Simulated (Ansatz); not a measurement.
Basis-set extrapolation for CH₃FS₂, SMILES `FCSS` (PBE0-D4/def2-TZVP geometry, frozen core, the Gaussian-basis code of Ansatz). Multiplicity 1, RHF reference.

|  | def2-TZVPP | def2-QZVPP |
| --- | --- | --- |
| HF | -934.190536 | -934.219624 |
| MP2 correlation | -0.770294 | -0.838515 |
| CCSD(T) correlation | -0.844685 | not run |

Energies in hartree. Use E(X) = E(∞) + A·exp(−7.88·√X) for Hartree–Fock and E(X) = E(∞) + B·X^(−2.97) for correlation, with X = 3 and 4, and add CCSD(T) minus MP2 of the smaller set to the MP2 limit.

Q: What is the CCSD(T) energy at the basis-set limit?

A: HF limit: -934.219624 + (-0.029088) × 0.13774 = -934.22363. MP2 limit: -0.838515 + (-0.068221) × 0.74074 = -0.88905. Higher-order term: -0.844685 − (-0.770294) = -0.07439. Total: -935.18707 hartree, 398.7 kJ/mol below CCSD(T)/def2-TZVPP.
